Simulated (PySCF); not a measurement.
Species: phosphanylidenephosphane, P2H2.
Cartesian coordinates in Å at the PBE0-D3(BJ)/def2-SVP level; atoms count from 1:
```xyz
4
P2H2 angstrom
P     -0.9645   -0.7080   -0.3816
P      0.9828   -0.7102    0.2094
H     -1.2539    0.6898   -0.2446
H      1.1511    0.6871    0.4818
```

Method: PBE0-D3(BJ)/def2-SVP geometry optimisation, gas phase (PySCF 2.14.0).

Take the most abundant isotopes and a rigid rotor. 

Question: What are A, B and C (cm⁻¹)?

Answer: Ia = 3.90, Ib = 67.32, Ic = 71.22 u·Å²; 505379 MHz·u·Å²/I gives 129533, 7508 and 7096 MHz, that is A = 4.32076, B = 0.25043, C = 0.23671 cm⁻¹.

Question: Classify the top.

Answer: A near-prolate asymmetric top. Ray's parameter κ = (2B − A − C)/(A − C) = -0.993; −1 is the prolate and +1 the oblate limit.

Question: What does the inertial defect say?

Answer: Planar: Δ = Ic − Ia − Ib = 0.00 u·Å². For a rigid frame Δ = −2 Σ m c², so it vanishes when all atoms lie in the ab plane; here none is more than 0.01 Å from it.

Question: List the rotational levels J(Ka,Kc) to J = 3 (cm⁻¹).

Answer: Above 0(0,0):
J = 1: 1(0,1) 0.4871, 1(1,1) 4.5575, 1(1,0) 4.5712
J = 2: 2(0,2) 1.4614, 2(1,2) 5.5180, 2(1,1) 5.5592, 2(2,1) 17.7702, 2(2,0) 17.7702
J = 3: 3(0,3) 2.9226, 3(1,3) 6.9588, 3(1,2) 7.0411, 3(2,2) 19.2316, 3(2,1) 19.2318, 3(3,1) 39.6176, 3(3,0) 39.6176
Those of J = 1 are B + C, A + C and A + B.

Question: Predict some low-J microwave lines.

Answer: The dipole components are |μa| = 0.00 D, |μb| = 1.48 D, |μc| = 0.00 D; the symmetry axis of this C2v structure is b, so μa and μc vanish by symmetry and there are no a-type or c-type lines. Some lines, for components of 0.1 D or more:

| type | branch | J(Ka,Kc) | MHz | lower level (cm⁻¹) |
| --- | --- | --- | --- | --- |
| b | Q | 1(1,0) ← 1(0,1) | 122437 | 0.487 |
| b | Q | 2(1,1) ← 2(0,2) | 122849 | 1.461 |
| b | Q | 4(1,3) ← 4(0,4) | 124301 | 4.871 |
| b | R | 4(1,4) ← 3(0,3) | 178593 | 2.923 |
| b | R | 2(2,0) ← 1(1,1) | 396108 | 4.557 |
| b | R | 5(2,4) ← 4(1,3) | 437656 | 9.017 |
| b | R | 5(2,3) ← 4(1,4) | 441806 | 8.880 |
| b | Q | 4(3,2) ← 4(2,3) | 611160 | 21.180 |
| b | Q | 5(5,0) ← 5(4,1) | 1100080 | 72.542 |
| b | R | 5(5,0) ← 4(4,1) | 1173101 | 70.107 |

Question: Estimate the classical rotational partition function at 50 K and 500 K.

Answer: Point group C2v, symmetry number σ = 2; q = (√π/σ)·√((kT/h)³/(ABC)), k/h = 20836.6 MHz/K: 359 at 50 K, 11300 at 500 K.

No PBE0-D3(BJ)/def2-SVP frequencies stand behind this structure, so it isn't proved a minimum. Constants of a rigid frame at the computed geometry: no zero-point averaging, no centrifugal distortion.

Time: 2.8 s; peak memory 0.25 GiB. Hardware: one thread, Arm Neoverse V1 (aarch64), no GPU, on a shared host. These figures are those of the optimisation.
